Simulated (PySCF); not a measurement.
Isomers of C2H2F4, one conformer each; single-point electronic energies without zero-point terms and without any empirical dispersion term.

Computed with PySCF at wB97X-D/pcSseg-2, non-relativistic, each on one gas-phase PBE0-D3(BJ)/def2-TZVP geometry that isn't relaxed in the solvent. The solvent is an IEF-PCM continuum (van der Waals radii × 1.2). Specific hydrogen bonds and non-electrostatic terms are outside this model.

```
                                  isomer  relative energy, gas (kJ/mol)  dipole (D)
1,1,1,2-tetrafluoroethane (`FCC(F)(F)F`)                            0.0        2.05
1,1,2,2-tetrafluoroethane (`FC(F)C(F)F`)                           25.3        0.00
```

How do the relative energies look in chloroform (ε = 4.711)?

```json
{"isomer": "1,1,1,2-tetrafluoroethane (`FCC(F)(F)F`)", "relative energy, solvent (kJ/mol)": "0.0", "E(solvent) − E(gas) (kJ/mol)": "-11.3", "dipole in solvent (D)": "2.39"}
{"isomer": "1,1,2,2-tetrafluoroethane (`FC(F)C(F)F`)", "relative energy, solvent (kJ/mol)": "24.0", "E(solvent) − E(gas) (kJ/mol)": "-12.6", "dipole in solvent (D)": "0.00"}
```

The order is unchanged. Conformers: `[F:1][CH:2]([F:3])[CH:4]([F:5])[F:6]` with F1–C2–C4–F5 180°. 1,1,2,2-tetrafluoroethane (`FC(F)C(F)F`) gains most from the continuum, while 1,1,1,2-tetrafluoroethane (`FCC(F)(F)F`) has the largest gas-phase dipole. The gains span 1.3 kJ/mol, the gas-phase energies 25.3 kJ/mol.
